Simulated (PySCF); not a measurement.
Core-level binding energies of `CC/C=C/F`

Compound: C4H7F.
Structure used (PBE0-D3(BJ)/def2-SVP), in Å, numbered top down from 1:
```xyz
12
C4H7F angstrom
C     -1.6209    0.1464   -0.1580
C     -0.3049    0.3623    0.5823
C      0.7758   -0.5654    0.1275
C      1.9204   -0.1565   -0.4090
F      2.8625   -1.0030   -0.8227
H     -2.4081    0.8164    0.2212
H     -1.5026    0.3333   -1.2363
H     -1.9784   -0.8890   -0.0395
H     -0.4710    0.2197    1.6653
H      0.0283    1.4069    0.4622
H      0.6135   -1.6455    0.2206
H      2.2007    0.8914   -0.5625
```

The calculation used delta-SCF UKS SCAN, pcX-2 on the ionised atom, pcseg-1 elsewhere, spin-free X2C (PySCF 2.14.0). Binding energies are ΔSCF values: E(core-ionised, relaxed orbitals) − E(ground state) at a fixed geometry, referred to the vacuum level.

Question: Give the core binding energies atom by atom.

Answer: 
| atom(s) | bonded to | level | binding energy (eV) | above the level's lowest (eV) | count |
| --- | --- | --- | --- | --- | --- |
| F5 | C | F 1s | 692.92 | 0.00 | 1 |
| C4 | F, C (double bond) and H | C 1s | 292.59 | +2.04 | 1 |
| C2 | 2 C and 2 H | C 1s | 291.09 | +0.54 | 1 |
| C1 | C and 3 H | C 1s | 290.74 | +0.19 | 1 |
| C3 | C (double bond), C and H | C 1s | 290.55 | 0.00 | 1 |

Lowest listed C 1s: C3, bonded to C (double bond), C and H. Highest, 2.04 eV above it: C4, bonded to F, C (double bond) and H. Summing the Pauling electronegativity differences to the bonded atoms, each weighted by its formal bond order, gives -0.35 for the lowest site and +1.08 for the highest; no listed site has a larger sum than the highest. The smallest sum, -1.05, belongs to C1, 0.19 eV above the lowest.

Question: Which photon energy gives electrons from C 1s of C2 a kinetic energy of 20 eV, and what is their de Broglie wavelength?

Answer: hν = 291.09 + 20 = 311.09 eV, recoil neglected; λ = 12.264 Å/√(E/eV) = 2.74 Å.

One conformer (not necessarily the lowest) at the PBE0-D3(BJ)/def2-SVP geometry, without solvent, vibrations or thermal averaging.
